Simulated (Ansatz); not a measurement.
# SiHCl₂ radical: small, medium and large basis sets

Aim: see how fast density functionals and correlated methods converge with the basis set for SiHCl₂ radical.

The runs use Ansatz 0.2.0, Gaussian basis; one geometry, several basis sets.

Plan: PBE0-D4/def2-SVP; ωB97M-V/def2-SVP; PBE0-D4/def2-QZVPP; ωB97M-V/def2-QZVPP; CCSD(T)/cc-pV(D+d)Z; CCSD(T)/cc-pV(T+d)Z; CCSD(T)/cc-pV(Q+d)Z; the functionals' def2-TZVPP values are taken from earlier runs.

## 1. Structure used throughout

The geometry comes from an earlier relaxation with PBE0-D4 in a triple-zeta def2 set; it is a stationary point.

SMILES `Cl[SiH]Cl`, 4 atoms, charge 0, spin multiplicity 2.

Atoms are counted from 1 here; the program's logs count them from 0.

Bond lengths: Cl1–Si2 2.047 Å, Si2–Cl3 2.047 Å, Si2–H4 1.488 Å. Angles: Cl1–Si2–Cl3 110.2°, Cl1–Si2–H4 108.0°, Cl3–Si2–H4 108.0°.

## 2. PBE0-D4 in def2-SVP

in.yaml reads:

```yaml
crystal:
  periodic: [false, false, false]
  atoms:
    - {symbol: Cl, position_ang: [-1.646644, 0.177814, 0.889382]}
    - {symbol: Si, position_ang: [0.187626, -0.414158, 0.199985]}
    - {symbol: Cl, position_ang: [0.250858, -0.281336, -1.841739]}
    - {symbol: H, position_ang: [1.208160, 0.517690, 0.752372]}
basis:
  gaussian: {orbitals: def2-SVP}
magnetization: {spin_polarized: true, initial_magnetization: 1}
hamiltonian: {xc: pbe0, dispersion: d4}
output: {orbitals: {seedname: orbitals}}
```

Run with:

```console
ansatz run in.yaml --threads 2 --pin off --events-out ev --progress --plain --max-ram 32768MiB --backend cpu
```

The runs that follow: ωB97M-V in def2-SVP; PBE0-D4 in def2-QZVPP; ωB97M-V in def2-QZVPP; CCSD(T) in cc-pV(D+d)Z; CCSD(T) in cc-pV(T+d)Z; CCSD(T) in cc-pV(Q+d)Z.

Q: Predict the results of all the runs planned. Wanted: MP2 correlation recovered, cc-pV(D+d)Z; MP2 correlation recovered, cc-pV(T+d)Z; MP2 correlation recovered, cc-pV(Q+d)Z; CCSD(T) limit from def2 sets; PBE0-D4: double and triple zeta above quadruple; ωB97M-V: double and triple zeta above quadruple.

**Answer**, as computed:

| quantity | value |
| --- | --- |
| MP2 correlation recovered, cc-pV(D+d)Z | 63.3 % |
| MP2 correlation recovered, cc-pV(T+d)Z | 85.3 % |
| MP2 correlation recovered, cc-pV(Q+d)Z | 93.9 % |
| CCSD(T) limit from def2 sets (earlier runs) less the limit of this series | -156 meV |
| PBE0-D4: double and triple zeta above quadruple | 12.57, 1.01 eV |
| ωB97M-V: double and triple zeta above quadruple | 12.42, 0.96 eV |

For PBE0-D4 the step from double to triple zeta gains 11.57 eV and the next only 1.01 eV. Correlation climbs from 63 % (cc-pV(D+d)Z) to 94 % (cc-pV(Q+d)Z) of the limit; Hartree-Fock is 0.088 eV from its own by then. A limit from the def2 sets, made apart, differs by 156 meV, a least measure of the doubt on such a limit. These are total energies; as a rule much of such shifts cancels in differences, which this series doesn't test.
